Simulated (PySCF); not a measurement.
# Name the molecule from its bond curve

A diatomic of charge 0 contains Cl. Its singlet curve at RHF-CCSD in a double-zeta basis (no relativity, PySCF), in eV from the separated fragments:

```json
{"R (Å)": "1.158", "E (eV)": "-4.032"}
{"R (Å)": "1.210", "E (eV)": "-4.260"}
{"R (Å)": "1.248", "E (eV)": "-4.344"}
{"R (Å)": "1.287", "E (eV)": "-4.368"}
{"R (Å)": "1.326", "E (eV)": "-4.344"}
{"R (Å)": "1.377", "E (eV)": "-4.252"}
{"R (Å)": "1.441", "E (eV)": "-4.068"}
{"R (Å)": "1.519", "E (eV)": "-3.779"}
```

The fit gives ωe = 3004 cm⁻¹ and the rotational constant Bₑ = 10.41 cm⁻¹.

**Question.** Which atom is the partner?

**Answer.** The minimum lies at 1.286 Å, so the reduced mass is 16.8576 u Å² cm⁻¹/(Bₑ·Re²) = 0.9792 u. With Cl at 34.97 u the partner weighs about 1.0 u: H. The molecule is HCl.

Correlated steps freeze 5 core orbitals.
